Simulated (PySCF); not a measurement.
Basis-set dependence of NaSi⁺ at HF

PySCF, UHF reference; triplet, unpaired electrons σ ↑, π ↑; De to Na⁺ + Si without counterpoise correction.

```
  basis     relativity  functions  Re (Å)  ωe (cm⁻¹)  De (eV)  μ (D)
  3-21G  no relativity         26   3.308        133     0.45  -6.51
pcseg-1  no relativity         28   3.298        124     0.36  -6.48
pcseg-2  no relativity         53   3.181        151     0.43  -6.00
```

**Question.** How does each smaller set differ from the one with most functions, pcseg-2?

**Answer.** 3-21G: +12.7 pm, -11.9 % in ωe, +0.02 eV in De; pcseg-1: +11.7 pm, -17.9 % in ωe, -0.07 eV in De. All at HF; the set with most functions is neither the basis-set limit nor always the best.

A positive dipole points towards Si; it is taken about the centre of mass and depends on that origin. For an ion De counts to the pair picked by the measured ionisation energies or electron affinities, which need not be the lowest pair at this level. 3-21G is very small, so such numbers show the basis as much as the molecule. Hartree–Fock leaves out correlation, which carries a large part of most bond energies and some tenths to 1 eV of ionisation energies. The state was picked by a PBE0 search and need not be the measured ground state.
